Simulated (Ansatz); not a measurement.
Basis-set extrapolation for C5H10 (`C/C=C/CC`) (PBE0-D4/def2-TZVP geometry, frozen core, the Gaussian-basis code of Ansatz). Multiplicity 1, RHF reference.

```
                      def2-TZVPP   def2-QZVPP
                 HF  -195.219121  -195.228293
    MP2 correlation    -0.857104    -0.910440
CCSD(T) correlation    -0.948387      not run
```

Energies in hartree. Use E(X) = E(∞) + A·exp(−7.88·√X) for Hartree–Fock and E(X) = E(∞) + B·X^(−2.97) for correlation, with X = 3 and 4, and add CCSD(T) minus MP2 of the smaller set to the MP2 limit.

**Question.** What is the CCSD(T) energy at the basis-set limit?

**Answer.** HF limit: -195.228293 + (-0.009172) × 0.13774 = -195.22956. MP2 limit: -0.910440 + (-0.053336) × 0.74074 = -0.94995. Higher-order term: -0.948387 − (-0.857104) = -0.09128. Total: -196.27079 hartree, 271.2 kJ/mol below CCSD(T)/def2-TZVPP.
